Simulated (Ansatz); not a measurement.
# AlNaH (doublet): wave-function methods side by side at distance Al1–H3 = 1.833 Å, cc-pVDZ

How much of the correlation energy of AlNaH (doublet) does each wave-function method recover here?

Computed with Ansatz 0.2.0, Gaussian basis. Level: cc-pVDZ, core rule «outside noble gas», up to 10 orbitals frozen.

The runs, in order: UHF; CCSD(T) on ROHF; CCSD(T) on UHF; BCCD(T) on ROHF; CISD; CCSDT(Q) on ROHF; CCSDT(Q) on UHF; CASSCF and MRCISD+Q, 3 electrons in 3 orbitals; CASSCF and NEVPT2, 3 electrons in 3 orbitals; Full CI.

35 further runs of the same task are left out: 22 for a known fault of the program, 10 that didn't finish, 3 set aside as unsound or not needed.

### 1 The system

The geometry derives from a PBE0/def2-TZVP stationary point (not a proven minimum). One bond is set to the value named and the two fragments are kept rigid.

3 atoms, charge 0, spin multiplicity 2.

Atoms are counted from 1 here; the program's logs count them from 0.

Bond lengths: Al1–H3 1.833 Å.

Coordinates:

```xyz
3
charge 0, multiplicity 2
Al    0.00000   -0.10047    1.31858
Na    0.00000    0.05758   -1.65295
H     0.00000    1.37621    2.40454
```

### 2 UHF

in.yaml

```yaml
crystal:
  periodic: [false, false, false]
  atoms:
    - {symbol: Al, position_ang: [0.000000, -0.100474, 1.318581]}
    - {symbol: Na, position_ang: [0.000000, 0.057583, -1.652951]}
    - {symbol: H, position_ang: [0.000000, 1.376207, 2.404537]}
basis:
  gaussian: {orbitals: cc-pVDZ}
magnetization: {spin_polarized: true, initial_magnetization: 1}
hamiltonian: {xc: hf}
output: {orbitals: {seedname: orbitals}}
```

Launch:

```
$ ansatz run in.yaml --threads 1 --pin off --events-out ev --progress --plain --max-ram 2393MiB
```

The runs that follow: CCSD(T) on ROHF; CCSD(T) on UHF; BCCD(T) on ROHF; CISD; CCSDT(Q) on ROHF; CCSDT(Q) on UHF; CASSCF and MRCISD+Q, 3 electrons in 3 orbitals; CASSCF and NEVPT2, 3 electrons in 3 orbitals; Full CI.

Before running them: what should the planned runs give, taken together? Wanted: FCI below the RHF energy; RMP2 from FCI; UMP2 from FCI; RCCSD from FCI; RCCSD(T) from FCI; UCCSD(T) from FCI; RCCSDT(Q) from FCI; UCCSDT(Q) from FCI; NEVPT2 pair from FCI.

**Answer**, as computed:

| quantity | value |
| --- | --- |
| FCI below the RHF energy | -2.3745 eV |
| RMP2 from FCI | +66.3 kJ/mol |
| UMP2 from FCI | +69.6 kJ/mol |
| RCCSD from FCI | +7.9 kJ/mol |
| RCCSD(T) from FCI | +2.3 kJ/mol |
| UCCSD(T) from FCI | +2.3 kJ/mol |
| RCCSDT(Q) from FCI | +0.1 kJ/mol |
| UCCSDT(Q) from FCI | 0.0 kJ/mol |
| NEVPT2 pair from FCI | +61.9 kJ/mol |
| MRCISD+Q pair from FCI | -4.3 kJ/mol |
| levels within 1 kcal/mol (43 meV) | RCCSD(T), UCCSD(T), BCCD(T), RCCSDT, UCCSDT, RCCSDT(Q), UCCSDT(Q) |
| T1 diagnostic | 0.030 |
| effectively unpaired electrons | 1.09 |

In words: RCCSD(T) misses by +2.3 kJ/mol, 1.0 % of the correlation energy. MRCISD+Q pair falls below full CI: the +Q correction isn't variational, and the cores differ from full CI's. One determinant dominates. Of the multireference levels listed MRCISD+Q pair comes nearest in total energy (-4.3 kJ/mol), which doesn't show that its space is the better one. These misses are within one basis, not against nature; the frozen cores of restricted and unrestricted runs differ, which can shift their rows.
